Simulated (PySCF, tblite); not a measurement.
**C5H5F+ (doublet): geometry, infrared bands and EPR parameters**

Wanted: the infrared bands and EPR parameters of C5H5F+ (doublet) (`[CH+]=[C]/C=C(/C)F`), by calculation.

Computed with tblite 0.8.0 and PySCF 2.14.0, with density-fitted response routines of our own, on a single molecule in the gas phase. Atoms count from 0, in the outputs and in this text.

### Step 1. Starting geometry

11 atoms, charge 1, multiplicity 2; geometry from: force field or distance geometry start.

Bonds of the start (Å): C0–C1 1.21, C1–C2 1.41, C2–C3 1.35, C3–C4 1.49, C3–F5 1.36, C0–H6 1.06, C2–H7 1.09, C4–H8 1.09, C4–H9 1.09, C4–H10 1.10.

### Step 2. Optimising the geometry with GFN2-xTB

What the job is given:

```
{"job": {"kind": "relax", "xc": "GFN2-xTB", "basis": "xTB"}, "charge": 1, "multiplicity": 2}
C      2.983200    -0.496300     0.029500
C      1.849200    -0.072400     0.129500
C      0.539800     0.418300     0.274900
C     -0.535800    -0.242900    -0.193700
C     -1.939500     0.241500    -0.056100
F     -0.352600    -1.446200    -0.796300
H      3.966600    -0.866600    -0.073800
H      0.412000     1.386100     0.766700
H     -1.990900     1.210300     0.440800
H     -2.540400    -0.474600     0.512000
H     -2.386200     0.345600    -1.059400
```

Started as:

```sh
> OMP_NUM_THREADS=1 python probes_run.py task.json out
```

One launch serves the whole session: the jobs run in the order shown.

The program printed:

```text
step      E/eV     max force
  0    -472.98880    3.017
  1    -473.07479    2.117
  2    -473.09504    2.114
  3    -473.12141    0.618
  4    -473.12960    0.241
  5    -473.13640    0.208
  6    -473.14049    0.180
  7    -473.14256    0.154
  8    -473.14399    0.084
  9    -473.14449    0.068
 10    -473.14470    0.066
 11    -473.14494    0.060
 12    -473.14535    0.098
 13    -473.14586    0.112
 14    -473.14627    0.076
 15    -473.14644    0.027
 16    -473.14650    0.018
 17    -473.14653    0.017
 18    -473.14656    0.013
 19    -473.14658    0.012
 20    -473.14660    0.017
 21    -473.14663    0.023
 22    -473.14666    0.026
 23    -473.14671    0.023
 24    -473.14676    0.025
 25    -473.14682    0.033
 26    -473.14690    0.036
 27    -473.14697    0.028
 28    -473.14700    0.014
 29    -473.14702    0.010
```

It took 0.09 s on 1 thread of Arm Neoverse V2, shared host.

The steps of the relaxation:

| step | energy from step 0 (eV) | largest force (eV/Å) |
| --- | --- | --- |
| 0 | 0.0000 | 3.0170 |
| 1 | -0.0860 | 2.1173 |
| 2 | -0.1062 | 2.1137 |
| 3 | -0.1326 | 0.6179 |
| 4 | -0.1408 | 0.2408 |
| 5 | -0.1476 | 0.2079 |
| 6 | -0.1517 | 0.1801 |
| 7 | -0.1538 | 0.1535 |
| 8 | -0.1552 | 0.0836 |
| 9 | -0.1557 | 0.0675 |
| 10 | -0.1559 | 0.0656 |
| 11 | -0.1561 | 0.0596 |
| 12 | -0.1565 | 0.0977 |
| 13 | -0.1571 | 0.1118 |
| 14 | -0.1575 | 0.0764 |
| 15 | -0.1576 | 0.0266 |
| 16 | -0.1577 | 0.0180 |
| 17 | -0.1577 | 0.0173 |
| 18 | -0.1578 | 0.0135 |
| 19 | -0.1578 | 0.0124 |
| 20 | -0.1578 | 0.0169 |
| 21 | -0.1578 | 0.0233 |
| 22 | -0.1579 | 0.0262 |
| 23 | -0.1579 | 0.0234 |
| 24 | -0.1580 | 0.0247 |
| 25 | -0.1580 | 0.0334 |
| 26 | -0.1581 | 0.0363 |
| 27 | -0.1582 | 0.0277 |
| 28 | -0.1582 | 0.0136 |
| 29 | -0.1582 | 0.0096 |

Close pairs (by a distance rule), those that changed most:

| bond | before (Å) | after (Å) | change (Å) |
| --- | --- | --- | --- |
| C3–F5 | 1.358 | 1.309 | -0.049 |
| C2–C3 | 1.347 | 1.393 | +0.046 |
| C3–C4 | 1.491 | 1.450 | -0.042 |
| C1–C2 | 1.406 | 1.375 | -0.031 |
| C2–H7 | 1.093 | 1.084 | -0.009 |
| C4–H9 | 1.094 | 1.099 | +0.005 |
| C0–C1 | 1.215 | 1.219 | +0.005 |
| C4–H8 | 1.090 | 1.086 | -0.004 |

The next job starts from the end point, and lists it.

### Step 3. Infrared spectrum with GFN2-xTB

What the job is given:

```
{"job": {"kind": "ir", "xc": "GFN2-xTB", "basis": "xTB"}, "charge": 1, "multiplicity": 2}
C      2.972289    -0.511116     0.016348
C      1.847593    -0.057704     0.144940
C      0.574807     0.443491     0.285793
C     -0.557188    -0.225307    -0.174645
C     -1.924685     0.241887    -0.061251
F     -0.386379    -1.380007    -0.766974
H      3.954832    -0.888658    -0.086995
H      0.460248     1.401456     0.779165
H     -2.007911     1.203789     0.435554
H     -2.537013    -0.509064     0.457948
H     -2.391169     0.283902    -1.055848
```

The program printed:

```text
mode    cm-1     km/mol
  1     105.6     20.11
  2     117.1      0.52
  3     125.5      5.36
  4     332.7      0.67
  5     365.5      7.12
  6     386.3      5.67
  7     478.6      0.79
  8     571.7      4.55
  9     644.3     25.93
 10     672.7     40.35
 11     757.7      0.45
 12     899.7     49.69
 13     911.5     53.42
 14     975.1     10.56
 15    1088.5     12.87
 16    1205.7     31.28
 17    1297.3    376.33
 18    1315.4     29.82
 19    1321.5    120.59
 20    1402.2     81.85
 21    1488.3    170.35
 22    2137.7    178.77
 23    2886.5     50.46
 24    2938.0    137.25
 25    3048.5     21.93
 26    3075.8     14.34
 27    3298.3    199.63
```

Run time: 0.15 s. Hardware: 1 thread of Arm Neoverse V2, shared host.

The strongest bands and the atoms that carry them (share of the mass-weighted mode):

| cm⁻¹ | km/mol | atoms |
| --- | --- | --- |
| 912 | 53.4 | H10 26 %, H9 26 %, C3 18 %, C4 17 % |
| 1297 | 376.3 | H10 44 %, H9 44 % |
| 1322 | 120.6 | C3 59 %, F5 12 %, H8 11 % |
| 1402 | 81.8 | H8 29 %, H10 20 %, H9 20 %, C4 16 % |
| 1488 | 170.3 | C3 48 %, C2 36 % |
| 2138 | 178.8 | C1 61 %, C0 28 % |
| 2938 | 137.2 | H9 48 %, H10 47 % |
| 3298 | 199.6 | H6 87 %, C0 13 % |

### Step 4. EPR parameters: B3LYP/pcH-1

Settings changed since step 3:

```diff
@@ -1,2 +1,2 @@
-{"job": {"kind": "ir", "xc": "GFN2-xTB", "basis": "xTB"}, "charge": 1, "multiplicity": 2}
+{"job": {"kind": "epr", "basis": "pcH-1"}, "charge": 1, "multiplicity": 2}
 C      2.972289    -0.511116     0.016348
```

With the program's defaults for keys left out, this is: UKS B3LYP, pcH-1 on C F H, non-relativistic, mean-field spin-orbit, GIAO.

The program printed:

```text
UKS, coarse grid
  cycle   1  E = -292.92548729  |g| = 4.22e-01
  cycle   2  E = -292.75277914  |g| = 7.72e-01
  cycle   3  E = -292.99344893  |g| = 1.09e-01
  cycle   4  E = -292.99731372  |g| = 7.33e-02
  cycle   5  E = -293.00002215  |g| = 2.36e-02
  cycle   6  E = -293.00029710  |g| = 4.55e-03
  cycle   7  E = -293.00032688  |g| = 2.09e-03
  cycle   8  E = -293.00033612  |g| = 1.47e-03
  cycle   9  E = -293.00033889  |g| = 4.67e-04
UKS, final grid
  cycle   1  E = -293.00033954  |g| = 5.50e-04
  cycle   2  E = -293.00033937  |g| = 9.06e-04
  cycle   3  E = -293.00033979  |g| = 1.77e-04
  cycle   4  E = -293.00033982  |g| = 1.17e-04
  cycle   5  E = -293.00033985  |g| = 5.72e-05
  cycle   6  E = -293.00033985  |g| = 1.20e-05
E = -293.00033985 Eh   <S^2> = 0.7601 (exact 0.7500)
g shifts (ppm)      1          2          3
  rmc          -165       -165       -165
  gc             -3         31         36
  oz_so         -27       1758       2958
  total        -195       1624       2829
hyperfine (MHz)  atom isotope    a_iso     a_fc   dipolar eigenvalues
    0   13C      34.50      34.50    -40.67    -34.80     75.46
    1   13C     -34.14     -34.14    -12.91      4.66      8.25
    2   13C      13.11      13.11    -25.28    -23.47     48.75
    3   13C      11.48      11.48    -24.93    -22.57     47.50
    4   13C     -11.48     -11.48     -2.57     -0.81      3.38
    5   19F      55.31      55.31   -125.65   -119.64    245.28
    6    1H     -39.12     -39.12    -17.73     -3.82     21.55
    7    1H     -24.30     -24.30    -11.27     -3.09     14.36
    8    1H      -0.57      -0.57     -2.41     -1.62      4.02
    9    1H      64.97      64.97     -3.20     -1.86      5.05
   10    1H      64.71      64.71     -3.20     -1.85      5.05
```

Wall time 23 s (1 thread of Arm Neoverse V2, shared host); peak memory 0.68 GiB.

Principal g values 2.00212, 2.00394, 2.00515; g(iso) = 2.00374, against 2.00232 for a free electron.

Mean a(iso) over the nuclei that a row names, and the largest dipolar term of the row (other rows stand at the frozen geometry):

```
     nuclei  isotope  a(iso) (MHz)  a(iso) (G, at g = 2.0023)  largest dipolar term (MHz)
         F5      19F          55.3                       19.7                       245.3
H8, H9, H10       1H          43.0                       15.4                         5.1
         H6       1H         -39.1                      -14.0                        21.6
         C0      13C          34.5                       12.3                        75.5
         C1      13C         -34.1                      -12.2                       -12.9
         H7       1H         -24.3                       -8.7                        14.4
         C2      13C          13.1                        4.7                        48.8
         C4      13C         -11.5                       -4.1                         3.4
         C3      13C          11.5                        4.1                        47.5
```

Mulliken spin populations:

```csv
atom,value (e)
C0,0.47
C1,-0.05
C2,0.29
C3,0.24
C4,-0.02
F5,0.05
H6,-0.02
H7,-0.01
H8,0.00
H9,0.03
H10,0.03
```

In first order the couplings over 0.8 MHz of 19F, 1H give 32 distinct lines over 88.5 G, if the averaged nuclei exchange fast.

The fields below are evaluated on a grid from the run's orbitals.

ELF in a plane through or near 9 of the atoms.

Ten even steps from '0' (0.00) to '9' (1.00):
```
0000000000000000000000000000
0000000000000000000000000000
0000000000000000000000000000
0000000000001410000000000000
0000000000008990001000000000
0000000110029990059820000000
0000002444029990199970000000
0000014677447970399970000000
0000146788581151399830000000
0002898375593485734510000000
0007999528563734923620000000
0006999778620343646520000000
0001898677301775113210000000
0000122344005858300000000000
0000000111004888400000000000
0000000000001455200000000000
0000000000000011000000000000
0000000000000000000000000000
0000000000000000000000000000
0000000000000000000000000000
```
The map spans 13.3 Å across and 8.5 Å up, centred on the molecule. Atoms in the plane (x, y in Å): C0 (-3.0, -0.1), C1 (-1.8, 0.2), C2 (-0.5, 0.6), C3 (0.5, -0.3), C4 (1.9, 0.0), F5 (0.2, -1.6), H6 (-4.0, -0.4), H7 (-0.3, 1.6), H8 (2.1, 1.0).

On the surface of density 0.002 e/bohr³ the electrostatic potential runs, from the 1st to the 99th percentile, from 3.68 V near F5 to 6.02 V near H7.

The spin density lies nearest to C0 34 %; C2, C3 about 20 % each; C1 9 % (both signs).

### Step 5. Outcome

| quantity | value |
| --- | --- |
| strongest single infrared mode (GFN2-xTB) | 1297 cm⁻¹, 376 km/mol |
| zero-point energy (GFN2-xTB) | 48.4 kcal/mol |
| g(iso) (B3LYP) | 2.00374 |
| ⟨S²⟩ | 0.760 (exact 0.75) |
| largest a(iso) (averaged by class) | 19F on F5, 55.3 MHz |

Relaxing lowered the energy by 0.158 eV in 29 steps; the close pair that moved most is C3–F5, from 1.358 to 1.309 Å. All 27 modes are real, so the xTB geometry is a minimum. The strongest single mode, at 1297 cm⁻¹, moves mainly H10 and H9. GFN2-xTB is a fitted tight-binding method: band positions and strengths are rough. Its intensities can rank the bands wrongly. The largest share of the spin, 0.47 e, sits on C0. The isotropic g lies 1.4 ppt above the free-electron value.
